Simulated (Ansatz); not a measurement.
This Ansatz (an electronic-structure program) input (MP2/cc-pCVQZ) gives -538.01056 Eh with 367 basis functions. A basis named .json is the Basis Set Exchange file of that set (core-valence sets with the plain set on hydrogen).

Ansatz 0.2 input:
```yaml
crystal:
  periodic: [false, false, false]
  atoms:
    - {symbol: C, position_ang: [0.01118773, 0.75889942, -0.01238914]}
    - {symbol: C, position_ang: [1.30488840, 1.02329449, 0.00343307]}
    - {symbol: Cl, position_ang: [-0.63700773, -0.85323169, 0.00417952]}
    - {symbol: H, position_ang: [-0.75905041, 1.51625302, -0.03695357]}
    - {symbol: H, position_ang: [2.05291747, 0.24314247, 0.02802818]}
    - {symbol: H, position_ang: [1.63880765, 2.05237986, -0.00839007]}
basis:
  gaussian:
    orbitals: cc-pCVQZ.json
magnetization: {spin_polarized: false}
correlation: {method: mp2, frozen_orbitals: {C: 0, Cl: 1, H: 0}}
```

Change:
```diff
- correlation: {method: mp2, frozen_orbitals: {C: 0, Cl: 1, H: 0}}
+ correlation: {method: mp2, electrons: outside_noble_gas}
```

Problem. What does the run give now?

Solution. -537.56976 Eh (MP2/cc-pCVQZ, 367 functions), a change of +440.80 mEh.
